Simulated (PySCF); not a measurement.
Structure problem from calculated spectra and properties.

Formula: C3H9P.

* UV, strongest line: among the 10 lowest singlet transitions: S4 at 7.52 eV (165 nm, f = 0.315) [TDDFT CAM-B3LYP/def2-SVPD]
* NMR, other nuclei: isotropic shieldings of nuclei other than C and H, by class: 395 (1 P) ppm [GIAO PBE0/pcSseg-1]
* 13C NMR: chemical shifts (computed TMS as zero) by class: 18.6 (3 C) ppm [GIAO PBE0/pcSseg-1]
* Valence photoelectron: vertical ionisation energy: 8.54 eV [ΔSCF CAM-B3LYP/def2-SVPD]
* Dipole: 1.25 D [CAM-B3LYP/def2-SVPD]
* Rotational structure: rotational constants A, B, C: 5.764, 5.759, 3.700 GHz [PBE0-D3(BJ)/def2-SVP]

Electronic properties: PySCF, gas phase, density fitting. Levels stand in brackets. NMR shifts are as computed; neighbouring signals can stand in another order in a measured spectrum. Geometry: PBE0-D3(BJ)/def2-SVP; no solvent, vibrations or thermal averaging. NMR values are class means; diastereotopic atoms form classes of their own.

Q: Propose a structure and show how it fits.

A: Numbering: `[CH3:1][P:2]([CH3:3])[CH3:4]`. 3 carbons fall into 1 class: sp3 carbon bound to phosphorus [C1/C3/C4] (18.6 ppm, 3 C). The other shieldings belong to: 395 ppm, phosphine phosphorus [P2]. The first electron is taken from the HOMO, whose largest Löwdin shares are 0.61 on the phosphine phosphorus and 0.10 on each of 3 atoms of one kind (sp3 carbon bound to phosphorus). The optimised geometry has point group C3v and is an oblate symmetric top (the spread among constants that symmetry makes equal is optimisation noise). Structure: trimethylphosphine (`CP(C)C`). The assignments are read from this structure; whether some other isomer fits the data as well wasn't checked.
